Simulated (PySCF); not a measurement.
# C5H7F: the cost of one run

The runs use PySCF 2.14.0, with density-fitted response routines of our own; the level of theory stands in each step. All values are computed, except where a source is named. Atoms count from 0, in the outputs and in this text.

## 1. The starting structure

13 atoms, charge 0, multiplicity 1; geometry from: GFN2-xTB. The atoms were then displaced at random by about 0.01 Å, so the start is not that level's minimum.

Bonds of the start (Å): C0–C1 1.32, C1–C2 1.31, C2–C3 1.46, C2–C4 1.50, C4–F5 1.39, C0–H6 1.07, C0–H7 1.09, C3–H8 1.13, C3–H9 1.10, C3–H10 1.07, C4–H11 1.11, C4–H12 1.12.

## 2. Optimising the geometry at PBE0-D3(BJ)/def2-SVP

Job settings and geometry (Å):

```
{"job": {"xc": "PBE0", "basis": "def2-SVP", "d3": "d3bj", "grid": 1, "shake": 0.01, "kind": "geom"}, "charge": 0, "multiplicity": 1}
C      2.396590    -0.322130    -0.281190
C      1.093920    -0.150730    -0.143680
C     -0.205910     0.004200    -0.020860
C     -1.129730    -1.131630    -0.064810
C     -0.786560     1.362120     0.214370
F     -1.380110     1.433520     1.467830
H      3.032380    -0.488450     0.556960
H      2.866920    -0.234760    -1.257350
H     -1.762570    -1.134330     0.868720
H     -1.840100    -1.014580    -0.899010
H     -0.653600    -2.086890    -0.145920
H     -0.017980     2.156270     0.204270
H     -1.607450     1.590510    -0.509660
```

Command:

```bash
OMP_NUM_THREADS=1 python probes_run.py task.json out
```

One launch serves the whole session: the jobs run in the order shown.

Q: Estimate the wall time and peak memory of this first job on 1 thread of Arm Neoverse V1, shared host.

About 28 s, with a peak of 0.51 GiB.
